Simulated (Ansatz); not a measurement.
## Ti (P6/mmm, No. 191, 3 atoms in the cell; start mp-72; another form than the element's usual one)

The numbers are results of LDA in Ansatz (plane waves, PAW), not measurements.

Run with plane-wave cutoff 500 eV, 18×18×26 k mesh (along the axes of the cell as run), Fermi–Dirac smearing 0.1 eV, no spin polarisation, scalar-relativistic PAW data made under PBE.

Cell (relaxed at this level):

```
Ti
1.0
    4.45297     0.00000     0.00000
   -2.22648     3.85638     0.00000
    0.00000     0.00000     2.76998
Ti
3
Cartesian
  0.00000   0.00000   0.00000
  0.00000   2.57092   1.38499
  2.22648   1.28546   1.38499
```

- band gap = zero (no gap)

Note: the relaxation could not lower the start's symmetry, so the cell can be a saddle point above a distorted one.

Static lattice: no zero-point or thermal effects.

A start named mp-… is a Materials Project structure, which need not be a measured phase.

Ansatz is a quantum-chemistry and plane-wave program.
